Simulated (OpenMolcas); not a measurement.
**S2F2 (Thio-thionyl fluoride) at 6 levels**

Wanted: a comparison of 6 runs (B3LYP/def2-SVPD, BHLYP/def2-SVPD, M06-L/def2-SVPD, PBE/def2-SVPD, TPSS/def2-SVPD, CCSD(T)/def2-SVPD) of S2F2 (Thio-thionyl fluoride). 

The results are computed with OpenMolcas 26.06.

## 1. Starting point

S2F2: 4 atoms, total charge 0, spin state singlet. SMILES: `FS(F)=S`. Geometry: relaxed at PBE0-D4/def2-TZVP.

Bond lengths: F1–S2 1.606 Å, S2–F3 1.606 Å, S2–S4 1.859 Å. Angles: F1–S2–F3 92.0°, F1–S2–S4 107.9°, F3–S2–S4 107.9°.

## 2. Energy and gradient at B3LYP/def2-SVPD (run 1)

File job.inp:

```
&GATEWAY
BasLib=$CurrDir
BasisSet
F.def2-SVPD....
F1 0.734930 0.336790 1.199050 angstrom
F3 0.313460 -1.382440 -0.286190 angstrom
End of Basis
BasisSet
S.def2-SVPD....
S2 -0.480890 -0.090070 0.240730 angstrom
S4 -0.567510 1.135710 -1.153590 angstrom
End of Basis
&SEWARD
GridInput
Grid=UltraFine
End of Grid
&SCF
KSDFT=B3LYP
Thresholds=1e-10 1e-07 1e-07 1e-05
PrOrbitals=1 2
&ALASKA
```

The basis set def2-SVPD is read from a file made from the Basis Set Exchange's data (not shown).

Launch:

```console
$ export MOLCAS_MEM=1860
$ pymolcas job.inp > job.log
```

Log:

```text
--- Start Module: gateway ---
[...]
--- Stop Module: gateway /rc=_RC_ALL_IS_WELL_ ---
[...]
      Basis functions          100
[...]
--- Start Module: scf ---
[...]
       Convergence after  17 Iterations
[...]
::    Total KS-DFT energy                            -995.6667511829
[...]
      Total spin, S                                     0.0000000000
[...]
      Total electronic charge=   50.000000
      Total            charge=   -0.000000
[...]
      Dipole Moment (debye):
      Origin of the operator (angstrom)=   -0.1334    0.1331   -0.1162
                   X= -1.0299E+00               Y=  5.0995E-02               Z=  2.3334E-01           Total=  1.0572E+00
      Quadrupole Moment (debye*angstrom):
[...]
--- Stop Module: scf /rc=_RC_ALL_IS_WELL_ ---
[...]
--- Start Module: alaska ---
[...]
 *              Molecular gradients               *
 **************************************************
  Irreducible representation: a
 ------------------------------------------------------------------------------------------
                              X                       Y                       Z
 ------------------------------------------------------------------------------------------
  F1               -2.56090247136047E-02   -9.30282648917657E-03   -2.01822882208784E-02
  F3               -1.66433125521435E-02    2.72452928375913E-02    1.13941375641575E-02
  S2                4.12670071843682E-02   -1.15747097556707E-03   -1.03612356221099E-02
  S4                9.85330081355151E-04   -1.67849953729053E-02    1.91493862787659E-02
 ------------------------------------------------------------------------------------------
--- Stop Module: alaska /rc=_RC_ALL_IS_WELL_ ---
[...]
```

Run time: 29 s. Hardware: 1 thread of Arm Neoverse V2, shared host; peak memory 0.56 GiB.

## 3. Energy and forces at BHLYP/def2-SVPD (run 2)

File run.input:

```
&GATEWAY
  BasLib
  $CurrDir
  BasisSet
  F.def2-SVPD....
  F1 0.734930 0.336790 1.199050 angstrom
  F3 0.313460 -1.382440 -0.286190 angstrom
  End of Basis
  BasisSet
  S.def2-SVPD....
  S2 -0.480890 -0.090070 0.240730 angstrom
  S4 -0.567510 1.135710 -1.153590 angstrom
  End of Basis

&SEWARD
  GridInput
  Grid=UltraFine
  End of Grid

&SCF
  KSDFT
  HYB_GGA_XC_BHANDHLYP
  Thresholds
  1e-10 1e-07 1e-07 1e-05
  PrOrbitals
  0

&ALASKA
```

The basis set def2-SVPD is read from a file made from the Basis Set Exchange's data (not shown).

Launch:

```console
$ export MOLCAS_MEM=1860
$ pymolcas run.input > run.log
```

Log:

```text
--- Start Module: gateway ---
[...]
--- Stop Module: gateway /rc=_RC_ALL_IS_WELL_ ---
[...]
      Basis functions          100
[...]
--- Start Module: scf ---
[...]
       Convergence after  14 Iterations
[...]
::    Total KS-DFT energy                            -995.5420644728
[...]
      Total spin, S                                     0.0000000000
[...]
      Total electronic charge=   50.000000
      Total            charge=   -0.000000
[...]
      Dipole Moment (debye):
      Origin of the operator (angstrom)=   -0.1334    0.1331   -0.1162
                   X= -1.1253E+00               Y=  4.6132E-03               Z=  3.1412E-01           Total=  1.1684E+00
      Quadrupole Moment (debye*angstrom):
[...]
--- Stop Module: scf /rc=_RC_ALL_IS_WELL_ ---
[...]
--- Start Module: alaska ---
[...]
 *              Molecular gradients               *
 **************************************************
  Irreducible representation: a
 ------------------------------------------------------------------------------------------
                              X                       Y                       Z
 ------------------------------------------------------------------------------------------
  F1               -9.85549187943313E-03   -2.62467674536992E-03   -6.07773994031824E-03
  F3               -7.05806260978203E-03    8.76322383679451E-03    3.76264403705573E-03
  S2                1.73182286356983E-02    1.35084542883490E-03   -6.46860209102051E-03
  S4               -4.04674146518680E-04   -7.48939252033409E-03    8.78369799431056E-03
 ------------------------------------------------------------------------------------------
--- Stop Module: alaska /rc=_RC_ALL_IS_WELL_ ---
[...]
```

It took 25 s on 1 thread of Arm Neoverse V2, shared host; peak memory 0.56 GiB.

Runs 3 to 5 aren't shown in full; the table further down has their settings and results.

## 4. The energy at CCSD(T)/def2-SVPD (Cholesky decomposition) (run 6)

File input.xyz:

```xyz
4

F      0.734930     0.336790     1.199050
S     -0.480890    -0.090070     0.240730
F      0.313460    -1.382440    -0.286190
S     -0.567510     1.135710    -1.153590
```

File mol.inp:

```
* F2S2 CCSD(T)
>>> EXPORT MOLCAS_PRINT=2

&GATEWAY
  BasLib
  $CurrDir
  Coord
  input.xyz
  Basis
  def2-SVPD
  Group
  NoSym

&SEWARD
  High

&SCF
  Thresholds
  1e-10 1e-07 1e-07 1e-05
  PrOrbitals
  1 1

&CHCC
  Frozen
  12
  Threshold
  1e-08
  MaxIterations
  80

&CHT3
  Frozen
  12
```

The basis set def2-SVPD is read from a file made from the Basis Set Exchange's data (not shown).

Launch:

```console
$ export MOLCAS_MEM=1860
$ pymolcas mol.inp > mol.log
```

Log:

```text
--- Start Module: gateway ---
[...]
--- Stop Module: gateway /rc=_RC_ALL_IS_WELL_ ---
[...]
      Basis functions          100
[...]
       Convergence after  16 Iterations
[...]
::    Total SCF energy                               -993.4587750545
[...]
      Total spin, S                                     0.0000000000
[...]
      Total electronic charge=   50.000000
      Total            charge=   -0.000000
[...]
      Dipole Moment (debye):
      Origin of the operator (angstrom)=   -0.1334    0.1331   -0.1162
                   X= -1.1667E+00               Y= -1.8264E-01               Z=  5.4263E-01           Total=  1.2996E+00
      Quadrupole Moment (debye*angstrom):
[...]
--- Start Module: chcc ---
[...]
--- Stop Module: chcc /rc=_RC_ALL_IS_WELL_ ---
[...]
--- Start Module: cht3 ---
[...]
--- Stop Module: cht3 /rc=_RC_ALL_IS_WELL_ ---
[...]
```

Wall time 3.8 min (1 thread of Arm Neoverse V2, shared host); peak memory 0.15 GiB.

## 5. All runs side by side

```tsv
run	level	integral approximation	task	energy (Eh)	dipole moment (D) of the reference	HOMO energy (eV)	LUMO energy (eV)	wall time
1	B3LYP/def2-SVPD	none	gradient	-995.666751	1.06	-8.05	-2.58	29 s
2	BHLYP/def2-SVPD	none	gradient	-995.542064	1.17	-9.33	-1.39	25 s
3	M06-L/def2-SVPD	none	gradient	-995.609817	0.95	-7.30	-3.09	38 s
4	PBE/def2-SVPD	none	gradient	-995.131055	0.90	-7.11	-3.23	29 s
5	TPSS/def2-SVPD	none	gradient	-995.703366	0.91	-7.20	-3.18	39 s
6	CCSD(T)/def2-SVPD (Cholesky decomposition)	CD high	energy	-994.186253	1.30	-10.96	1.14	3.8 min
```

## 6. What came out

| quantity | value |
| --- | --- |
| run 6: total energy | -994.18625 Eh |
| run 6: dipole moment (mean-field density) | 1.30 D |
| run 6: HOMO energy (Hartree–Fock orbitals) | -10.96 eV |
| run 6: LUMO energy (Hartree–Fock orbitals) | 1.14 eV |
| run 6: HOMO–LUMO gap (Hartree–Fock orbitals) | 12.09 eV |
| run 6: correlation energy (12 core orbitals frozen) | -727.5 mEh |
| run 6: (T) correction | -25.83 mEh |

**Reading.** Over runs 1, 2, 3, 4, 5 the dipole moment (its size) runs from 0.90 D (PBE/def2-SVPD) to 1.17 D (BHLYP/def2-SVPD). Over runs 1, 2, 3, 4, 5 the HOMO–LUMO gap runs from 3.87 eV (PBE/def2-SVPD) to 7.95 eV (BHLYP/def2-SVPD). Totals of different functionals can't be ranked against each other. All runs together took 6.5 min, the longest 3.8 min.
